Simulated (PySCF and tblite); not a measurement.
The numbers below are computed, except where a source is named.
C5H10O, numbered as in [CH3:1][C:2](=[O:3])[CH:4]([CH3:5])[CH3:6].

Search: ETKDG and KDG, MMFF94s, GFN2-xTB, 60 starts; geometries at GFN2-xTB. Free energies are TPSS-D3(BJ)/def2-TZVP (IEF-PCM, chloroform) single points with GFN2-xTB rigid-rotor and vibrational terms (modes under about 100 cm⁻¹ blended into free rotors). Symmetry numbers and mirror images are counted. Conformers within 3 kcal/mol (GFN2-xTB free energy) were kept, 5 at most. Programs: PySCF with density fitting and tblite.

Torsions listed: O3–C2–C4–C5. Of a mirror pair one member is shown.

| conformer | shape | symmetry |
| --- | --- | --- |
| 1 | 138° | C1 (pair) |
| 2 | -86° | C1 (pair) |

Question: Which of these conformers is the most populated at 298.15 K, and with what share?

Answer: Conformer 2, about 76 %.

Question: Give the DFT energies and free energies relative to the lowest, and all weights.

Answer: 
```json
{"conformer": "1", "shape": "138°", "E(DFT) kcal/mol": "0.30", "G(298.15 K) kcal/mol": "0.69", "weight %": "23.9"}
{"conformer": "2", "shape": "-86°", "E(DFT) kcal/mol": "0.00", "G(298.15 K) kcal/mol": "0.00", "weight %": "76.1"}
```

Question: How does its share change from 200 K to 400 K?

Answer: From 82 % to 72 %; the mixing entropy goes from 2.30 to 2.55 cal/(mol K).
